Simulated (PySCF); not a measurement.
thiophene cation (C4H4S), SMILES c1ccsc1 (connectivity only; charge and spin as stated), charge +1, multiplicity 2. Atoms are numbered in the order given.

```xyz
9

C      0.0000     0.6907     1.3203
C      0.0000    -0.6907     1.3203
C      0.0000    -1.2203    -0.0038
S      0.0000     0.0000    -1.2285
C      0.0000     1.2203    -0.0038
H      0.0000     1.3252     2.2085
H      0.0000    -1.3252     2.2085
H      0.0000    -2.2789    -0.2798
H      0.0000     2.2789    -0.2798
```
Charge +1, spin multiplicity 2.

The structure is a stationary point at B3LYP-D3(BJ)/def2-SVP. The spin state was assumed, not searched.

Method: B3LYP/pcH-1 in PySCF.

Unrestricted Kohn–Sham, ⟨S²⟩ = 0.766. Hyperfine tensors hold the contact and dipolar terms, without spin-orbit corrections.

Computed hyperfine couplings:
```
nucleus    A(iso) (MHz)  A(iso) (G)  dipolar principal values (MHz)
---------  ------------  ----------  ------------------------------
13C no. 1          -8.1        -2.9                -6.6, -5.4, 11.9
13C no. 2          -8.1        -2.9                -6.6, -5.4, 11.9
13C no. 3          49.5        17.7              -44.0, -42.9, 86.9
33S no. 4          -3.3        -1.2                 -11.6, 5.1, 6.5
13C no. 5          49.5        17.7              -44.0, -42.9, 86.9
1H no. 6           -6.8        -2.4                 -5.4, -3.4, 8.8
1H no. 7           -6.8        -2.4                 -5.4, -3.4, 8.8
1H no. 8          -37.9       -13.5               -20.3, -3.2, 23.5
1H no. 9          -37.9       -13.5               -20.3, -3.2, 23.5
```
